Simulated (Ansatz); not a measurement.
**Nb: from a trial structure to a relaxed crystal**

All numbers below come from Ansatz 0.2.0, DFT r2SCAN, scalar-relativistic, plane waves, PAW. Cutoff 500 eV, Γ-centred k mesh, Gaussian smearing, no spin polarisation in the final step.

Nb was placed on the simple cubic structure type (Pm-3m, No. 221), at a guessed volume.

```xyz
1
Lattice="2.6739 0.0000 0.0000 0.0000 2.6739 0.0000 0.0000 0.0000 2.6739" Properties=species:S:1:pos:R:3 pbc="T T T"
Nb    0.0000    0.0000    0.0000
```

Cell and atoms relax at zero pressure; the relaxation can't lower the symmetry of the start. After a coarse first stage the cell is made exact in the group found at 0.06 Å.

Energies count from the standard state of Nb at the same level.

(1) Which crystal results?

(2) What are its volume, energy, density and gap?

## Answers

(1) It keeps Pm-3m (No. 221). The result has the simple cubic structure. Conventional cell: a = 2.711 Å. Nb is coordinated by 6 Nb at 2.71 Å.

```cif
data_structure
_symmetry_space_group_name_H-M 'Pm-3m'
_symmetry_Int_Tables_number 221
_cell_length_a 2.7107
_cell_length_b 2.7107
_cell_length_c 2.7107
_cell_angle_alpha 90.000
_cell_angle_beta 90.000
_cell_angle_gamma 90.000
_cell_volume 19.92
loop_
_atom_site_label
_atom_site_type_symbol
_atom_site_symmetry_multiplicity
_atom_site_Wyckoff_symbol
_atom_site_fract_x
_atom_site_fract_y
_atom_site_fract_z
_atom_site_occupancy
Nb1 Nb 1 a 0.00000 0.00000 0.00000 1
```

(2) The volume per atom is 19.92 Å³, the density is 7.75 g/cm³ and the energy over the standard structure is 1.02 eV/atom. The gap on the 20×20×20 mesh is 0 eV (a metal).

The final run used a 20×20×20 mesh on its 1-atom cell and 0.10 eV smearing. For metals, differences of a few meV/atom aren't resolved. A structure relaxed within its symmetry needn't be a true minimum.